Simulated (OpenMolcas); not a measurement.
# AlH2Cl (SMILES [AlH2][Cl]) at 6 levels

Aim: a comparison of 6 runs (HF/STO-3G, UHF/STO-3G, B3LYP/STO-3G, M06-2X/STO-3G, PBE0/STO-3G, ACPF/STO-3G) of AlH2Cl. 

The calculation is run with OpenMolcas 26.06.

1 further run of the same task is left out (it didn't finish).

**1. Starting point**

AlH2Cl has 4 atoms, charge 0, and is taken as a singlet. As SMILES, `[AlH2][Cl]`. The shape comes from GFN2-xTB, which is rough for such elements, and wasn't checked as a minimum.

Bond lengths: Al1–Cl2 2.014 Å, Al1–H3 1.537 Å, Al1–H4 1.537 Å. Angles: Cl2–Al1–H3 121.9°, Cl2–Al1–H4 121.9°, H3–Al1–H4 116.2°.

**2. A single-point energy at HF/STO-3G (run 1)**

The input, mol.inp:

```
* AlClH2 Hartree-Fock
&GATEWAY
BASLIB=$CurrDir
COORD
4
angstrom
Al      -0.062930       0.006580      -0.073510
Cl       1.246110      -0.130950       1.450370
H       -1.312710      -0.885250      -0.154210
H        0.129540       1.009620      -1.222650
BASIS=STO-3G
GROUP=NoSym
&SEWARD
&SCF
THRESHOLDS=1e-10 1e-07 1e-07 1e-05
PRORBITALS=1 1
```

The basis set STO-3G is read from a file made from the Basis Set Exchange's data (not shown).

Command:

```
$ export MOLCAS_MEM=1860
$ pymolcas mol.inp > mol.log
```

Output:

```text
--- Start Module: gateway ---
[...]
--- Stop Module: gateway /rc=_RC_ALL_IS_WELL_ ---
--- Start Module: seward ---
[...]
      Basis functions           20
--- Stop Module: seward /rc=_RC_ALL_IS_WELL_ ---
--- Start Module: scf ---
[...]
       Convergence after   9 Iterations
[...]
::    Total SCF energy                               -694.8306470127
[...]
      Total spin, S                                     0.0000000000
[...]
      Total electronic charge=   32.000000
      Total            charge=   -0.000000
[...]
      Dipole Moment (debye):
      Origin of the operator (angstrom)=    0.6360   -0.0669    0.7402
                   X= -1.5013E+00               Y=  1.5756E-01               Z= -1.7497E+00           Total=  2.3109E+00
      Quadrupole Moment (debye*angstrom):
[...]
--- Stop Module: scf /rc=_RC_ALL_IS_WELL_ ---
[...]
```

Wall time 1.3 s (1 thread of Arm Neoverse V2, shared host); peak memory 0.37 GiB.

**3. A single-point energy at UHF/STO-3G (run 2)**

The input, step1.inp:

```
>>> EXPORT MOLCAS_PRINT=2
&GATEWAY
BasLib=$CurrDir
Coord
4
angstrom
Al      -0.062930       0.006580      -0.073510
Cl       1.246110      -0.130950       1.450370
H       -1.312710      -0.885250      -0.154210
H        0.129540       1.009620      -1.222650
Basis=STO-3G
Group=NoSym
&SEWARD
&SCF
UHF
Scramble=0.25
PrOrbitals=1 1
```

The basis set STO-3G is read from a file made from the Basis Set Exchange's data (not shown).

Command:

```
$ export MOLCAS_MEM=1860
$ pymolcas step1.inp > step1.log
```

Output:

```text
--- Start Module: gateway ---
[...]
--- Stop Module: gateway /rc=_RC_ALL_IS_WELL_ ---
--- Start Module: seward ---
[...]
      Basis functions           20
--- Stop Module: seward /rc=_RC_ALL_IS_WELL_ ---
--- Start Module: scf ---
[...]
       Convergence after  10 Iterations
[...]
::    Total SCF energy                               -694.8306470127
[...]
      Total spin, S                                     0.0000000000
[...]
      Total electronic charge=   32.000000
      Total            charge=   -0.000000
[...]
      Dipole Moment (debye):
      Origin of the operator (angstrom)=    0.6360   -0.0669    0.7402
                   X= -1.5013E+00               Y=  1.5756E-01               Z= -1.7497E+00           Total=  2.3109E+00
      Quadrupole Moment (debye*angstrom):
[...]
--- Stop Module: scf /rc=_RC_ALL_IS_WELL_ ---
[...]
```

Wall time 1.4 s (1 thread of Arm Neoverse V2, shared host); peak memory 0.37 GiB.

Runs 3 to 4 aren't shown in full; the table further down has their settings and results.

**4. The energy at PBE0/STO-3G (run 5)**

The input, mol.inp:

```
>>> EXPORT MOLCAS_PRINT=2

&GATEWAY
 BasLib=$CurrDir
 Coord
 4
 angstrom
 Al      -0.062930       0.006580      -0.073510
 Cl       1.246110      -0.130950       1.450370
 H       -1.312710      -0.885250      -0.154210
 H        0.129540       1.009620      -1.222650
 Basis=STO-3G
 Group=NoSym

&SEWARD
 GridInput
 Grid=UltraFine
 End of Grid

&SCF
 KSDFT=PBE0
 Thresholds=1e-10 1e-07 1e-07 1e-05
 PrOrbitals=1 1
```

The basis set STO-3G is read from a file made from the Basis Set Exchange's data (not shown).

Command:

```
$ export MOLCAS_MEM=1860
$ pymolcas mol.inp > mol.log
```

Output:

```text
--- Start Module: gateway ---
[...]
--- Stop Module: gateway /rc=_RC_ALL_IS_WELL_ ---
--- Start Module: seward ---
[...]
      Basis functions           20
--- Stop Module: seward /rc=_RC_ALL_IS_WELL_ ---
--- Start Module: scf ---
[...]
       Convergence after  11 Iterations
[...]
::    Total KS-DFT energy                            -695.7047251251
[...]
      Total spin, S                                     0.0000000000
[...]
      Total electronic charge=   32.000000
      Total            charge=   -0.000000
[...]
      Dipole Moment (debye):
      Origin of the operator (angstrom)=    0.6360   -0.0669    0.7402
                   X= -1.3440E+00               Y=  1.4108E-01               Z= -1.5663E+00           Total=  2.0687E+00
      Quadrupole Moment (debye*angstrom):
[...]
--- Stop Module: scf /rc=_RC_ALL_IS_WELL_ ---
[...]
```

Run time: 2.9 s. Hardware: 1 thread of Arm Neoverse V2, shared host; peak memory 0.37 GiB.

**5. The energy at ACPF/STO-3G (run 6)**

The input, mol.inp:

```
&GATEWAY
  BasLib
  $CurrDir
  Coord
  4
  angstrom
  Al      -0.062930       0.006580      -0.073510
  Cl       1.246110      -0.130950       1.450370
  H       -1.312710      -0.885250      -0.154210
  H        0.129540       1.009620      -1.222650
  Basis
  STO-3G
  Group
  NoSym

&SEWARD

&SCF
  Thresholds
  1e-10 1e-07 1e-07 1e-05
  PrOrbitals
  1 1

&MOTRA
  Frozen
  10

&GUGA
  Electrons
  12
  Spin
  1
  Inactive
  6
  Active
  0
  CIAll
  1

&CPF
  ACPF
```

The basis set STO-3G is read from a file made from the Basis Set Exchange's data (not shown).

Command:

```
$ export MOLCAS_MEM=1860
$ pymolcas mol.inp > mol.log
```

Output:

```text
--- Start Module: gateway ---
[...]
--- Stop Module: gateway /rc=_RC_ALL_IS_WELL_ ---
[...]
      Basis functions           20
[...]
       Convergence after   9 Iterations
[...]
::    Total SCF energy                               -694.8306470127
[...]
      Total spin, S                                     0.0000000000
[...]
      *** WARNING: Default frozen orbitals is overwritten by user input.
      *** Default values:   7
[...]
--- Start Module: guga ---
[...]
--- Stop Module: guga /rc=_RC_ALL_IS_WELL_ ---
--- Start Module: cpf ---
[...]
      Active orbitals                            0       0
[...]
      Spin quantum number                      0.0
[...]
     FINAL ACPF ENERGY        -694.87718124
     FINAL CORRELATION ENERGY   -0.04653423  REFERENCE ENERGY    -694.83064701
[...]
      Title:  ACPF natural orbitals
[...]
      Total electronic charge=   32.000000
      Total            charge=    0.000000
[...]
      Dipole Moment (debye):
      Origin of the operator (angstrom)=    0.6360   -0.0669    0.7402
                   X= -1.3966E+00               Y=  1.4660E-01               Z= -1.6276E+00           Total=  2.1497E+00
      Quadrupole Moment (debye*angstrom):
[...]
--- Stop Module: cpf /rc=_RC_ALL_IS_WELL_ ---
[...]
```

It took 1.4 s on 1 thread of Arm Neoverse V2, shared host; peak memory 0.37 GiB.

**6. All runs side by side**

```csv
run,level,SCF convergence threshold,scramble,energy (Eh),dipole moment (D) of the reference,HOMO energy (eV),LUMO energy (eV),wall time
1,HF/STO-3G,1e-10,–,-694.830647,2.31,-9.40,7.94,1.3 s
2,UHF/STO-3G,–,0.25,-694.830647,2.31,-9.40,7.94,1.4 s
3,B3LYP/STO-3G,1e-10,–,-695.957166,1.97,-5.78,3.17,3.3 s
4,M06-2X/STO-3G,1e-10,–,-695.982510,2.10,-7.32,4.39,3.3 s
5,PBE0/STO-3G,1e-10,–,-695.704725,2.07,-6.03,3.48,2.9 s
6,ACPF/STO-3G,1e-10,–,-694.877181,2.31,-9.40,7.94,1.4 s
```

**7. Summary of results**

| quantity | value |
| --- | --- |
| run 6: total energy | -694.87718 Eh |
| run 6: dipole moment (mean-field density) | 2.31 D |
| run 6: HOMO energy (Hartree–Fock orbitals) | -9.40 eV |
| run 6: LUMO energy (Hartree–Fock orbitals) | 7.94 eV |
| run 6: HOMO–LUMO gap (Hartree–Fock orbitals) | 17.34 eV |
| run 6: correlation energy (10 core orbitals frozen) | -46.5 mEh |

In words: Over runs 1, 2, 3, 4, 5 the dipole moment (its size) runs from 1.97 D (B3LYP/STO-3G) to 2.31 D (HF/STO-3G). Over runs 1, 2, 3, 4, 5 the HOMO–LUMO gap runs from 8.95 eV (B3LYP/STO-3G) to 17.34 eV (HF/STO-3G). Exact exchange widens orbital gaps. Totals of different functionals can't be ranked against each other. In runs 1, 2, 3, 4, 5, 6 the basis is minimal, so the values are rough. All runs together took 14 s, the longest 3.3 s.
